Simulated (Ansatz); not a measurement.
Basis-set extrapolation for COS, SMILES `O=C=S` (PBE0-D4/def2-TZVP geometry, frozen core, the Gaussian-basis code of Ansatz). Multiplicity 1, RHF reference.

|  | cc-pV(T+d)Z | cc-pV(Q+d)Z |
| --- | --- | --- |
| HF | -510.342153 | -510.354117 |
| MP2 correlation | -0.544963 | -0.586169 |
| CCSD(T) correlation | -0.579332 | -0.618090 |

Energies in hartree. Use E(X) = E(∞) + A·exp(−5.46·√X) for Hartree–Fock and E(X) = E(∞) + B·X^(−3.05) for correlation, with X = 3 and 4.

Problem. What is the CCSD(T) energy at the basis-set limit?

Solution. HF limit: -510.354117 + (-0.011964) × 0.30130 = -510.35772. Correlation limit: -0.618090 + (-0.038758) × 0.71189 = -0.64568. Total: -511.00340 hartree, 215.1 kJ/mol below CCSD(T)/cc-pV(T+d)Z.
